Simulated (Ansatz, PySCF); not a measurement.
LiF, SMILES [Li][F].

Geometry: PBE0-D3(BJ)/def2-TZVPD.

Vertical ionisation energy (IE) and electron affinity (EA) in eV. Rows of orbital energies are one-electron estimates. Where ΔSCF, EOM or ADC give a negative EA the extra electron is unbound and the value depends on the basis.

```tsv
level	IE	EA
−ε(HOMO), −ε(LUMO), r2SCAN/def2-TZVPD (PySCF)	6.36	0.81
−ε(HOMO), −ε(LUMO), ωB97X/def2-TZVPD (PySCF)	10.50	-0.20
−ε(HOMO), −ε(LUMO), PBE/def2-TZVPD (PySCF)	6.10	1.53
ΔSCF, CAM-B3LYP/def2-TZVPD (Ansatz), final states of multiplicity 2 and 2	___	___
ΔSCF, PBE/def2-TZVPD (Ansatz), final states of multiplicity 2 and 2	11.81	0.31
```

Task: What belongs in the gaps? (An estimate is asked for; the answer gives what the named calculation found.)

Result: 
- ΔSCF, CAM-B3LYP/def2-TZVPD (Ansatz, a program for electronic structure), final states of multiplicity 2 and 2, IE: 11.75
- ΔSCF, CAM-B3LYP/def2-TZVPD (Ansatz), final states of multiplicity 2 and 2, EA: 0.28

Task: What vertical singlet–triplet gap does ΔSCF give with CAM-B3LYP/def2-TZVPD (Ansatz) and with PBE/def2-TZVPD (Ansatz)? (An estimate is asked for; the answer gives what the named calculation found.)

Result: 6.64 and 6.69 eV (triplet above singlet where positive).
